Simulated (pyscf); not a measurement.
Thermochemistry of product channels of HO–Zr(OH)(OH)–Cl + H₂ on the singlet surface, in kcal/mol, from ωB97M-D3(BJ)/def2-TZVP energies (ideal gas, 1 atm, RRHO with modes under 100 cm⁻¹ raised to 100, one conformer, R ln 2 for chiral ones without a mode under 150 cm⁻¹). Structures and frequencies: ωB97X-D3(BJ)/def2-SVP in PySCF.

| products | ΔE | ΔH(298 K) | ΔG(298 K) | ΔG(600 K) |
|---|---|---|---|---|
| H₂O + HO–ZrH(OH)–Cl | +35.8 | +38.2 | +36.1 | ___ |
| HO–ZrH(OH)–OH + HCl | ___ | +44.0 | +42.7 | +41.7 |

Task: Fill in the missing entries.

Result: 
- H₂O + HO–ZrH(OH)–Cl, ΔG(600 K): +34.5
- HO–ZrH(OH)–OH + HCl, ΔE: +43.6

These are energies of the channels, which say nothing of barriers. Elements past Kr carry the def2 core potentials, without spin-orbit coupling.
